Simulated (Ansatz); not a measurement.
Input file:

```yaml
crystal:
  periodic: [false, false, false]
  atoms:
    - {symbol: N, position_ang: [0.000000, 0.000000, 0.000000]}
    - {symbol: O, position_ang: [0.000000, 0.000000, 1.387000]}
basis:
  gaussian: {orbitals: 6-31G}
magnetization: {spin_polarized: false, initial_magnetization: 1}
correlation: {method: fic_mrcisd_q, electrons: valence, active_space: {window: {electrons: 3, orbitals: 3}, places: [1, 2]}}
```

```sh
$ ansatz run in.yaml --threads 1 --pin off --events-out ev --progress --plain --max-ram 2393MiB
```

(1) How does this run end?

## Answers

(1) Refused. The input was made wrong on purpose (two definitions of the active space), so the run isn't a sound calculation of what was asked.
```
Error: invalid value for `correlation.active_space`: name one of window, places and ras
```
